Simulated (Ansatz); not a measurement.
Relaxation of H₆OSi (8 atoms, charge 0, multiplicity 1), to a largest force component of 0.03 eV/Å in at most 50 steps.

Method: RKS PBE/def2-SVP in Ansatz.

```xyz
8
Properties=species:S:1:pos:R:3
Si -0.452 0.027 -0.489
H -0.026 -0.137 2.148
H 0.815 -0.103 0.312
H -0.422 1.329 -1.232
H -0.461 -1.120 -1.471
O -1.870 0.085 0.415
H -2.144 -0.772 0.781
H -0.703 0.060 2.300
```

Task: Where does it end, and by what steps?

Result: The run converged. The force dipped under the threshold on the way, but the program's further checks kept it going. After 20 steps the energy has fallen by 0.307 eV; H2 moved furthest, 1.47 Å.

```csv
step,energy less start (eV),largest force component (eV/Å),accepted
0,0.0000,1.816,yes
1,-0.1603,0.259,yes
2,-0.2220,0.213,yes
3,-0.2563,0.124,yes
4,-0.2761,0.085,yes
5,-0.2861,0.145,yes
6,-0.2953,0.039,yes
7,-0.2946,0.198,no
8,-0.2967,0.027,yes
9,-0.2997,0.065,yes
10,-0.3003,0.117,yes
11,-0.3016,0.146,yes
12,-0.3035,0.020,yes
13,-0.3050,0.042,yes
14,-0.3024,0.210,no
15,-0.3044,0.128,no
16,-0.3054,0.007,yes
17,-0.3065,0.047,yes
18,-0.3067,0.081,yes
19,-0.3072,0.041,yes
20,-0.3075,0.023,yes
```

```xyz
8
Properties=species:S:1:pos:R:3
Si -0.441 -0.020 -0.863
H -0.523 0.255 3.479
H 0.946 -0.517 -0.542
H -0.396 1.445 -1.170
H -0.933 -0.775 -2.073
O -1.498 -0.179 0.444
H -1.656 -1.091 0.742
H -0.761 0.253 2.746
```

Whether the end is a true minimum wasn't checked by a vibrational analysis.

Run time: 16 s on 1 thread of Intel(R) Xeon(R) 6975P-C (Granite Rapids), with other jobs on the host, peak memory 0.13 GiB.
